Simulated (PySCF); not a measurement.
SO: energy against distance

Set-up: S def2-TZVP, O def2-TZVP; no relativity (PySCF 2.14). Energies in eV from S + O in their ground configurations at the same level. State: ³Σ⁻ (triplet), unpaired electrons π ↑↑.

All columns are PBE0. A positive dipole means S(−)O(+).

```
R (Å)  E (eV)  μ (D)  Mulliken charge on S (basis-dependent)  HOMO (eV)  LUMO (eV)  Mayer bond order  ⟨S²⟩
1.275  -3.652  -0.95                                    0.15      -6.62      -2.16              2.00  2.01
1.335  -4.670  -1.18                                    0.22      -6.91      -2.46              1.98  2.01
1.394  -5.226  -1.36                                    0.26      -7.19      -2.75              1.96  2.01
1.438  -5.422  -1.48                                    0.27      -7.40      -2.97              1.95  2.01
1.483  -5.473  -1.58                                    0.28      -7.59      -3.17              1.94  2.01
1.528  -5.414  -1.66                                    0.28      -7.78      -3.37              1.94  2.01
1.587  -5.208  -1.75                                    0.27      -8.02      -3.62              1.95  2.01
1.661  -4.809  -1.83                                    0.25      -8.29      -3.91              1.96  2.01
1.750  -4.208  -1.89                                    0.23      -8.57      -4.23              1.96  2.01
1.869  -3.312  -1.92                                    0.21      -8.88      -4.60              1.97  2.02
```

A fit through these points gives, at Re = 1.480 Å, μ = -1.57 D and dμ/dR = -2.09 D/Å; the reduced mass is 10.66 u.

Task: How strong is the fundamental in the double-harmonic approximation, I = 42.26·(dμ/dR)²/μred km/mol?

Result: I = 42.26·(-2.09)²/10.66 = 17.3 km/mol at PBE0.

The state was picked by a PBE0 search and need not be the measured ground state.
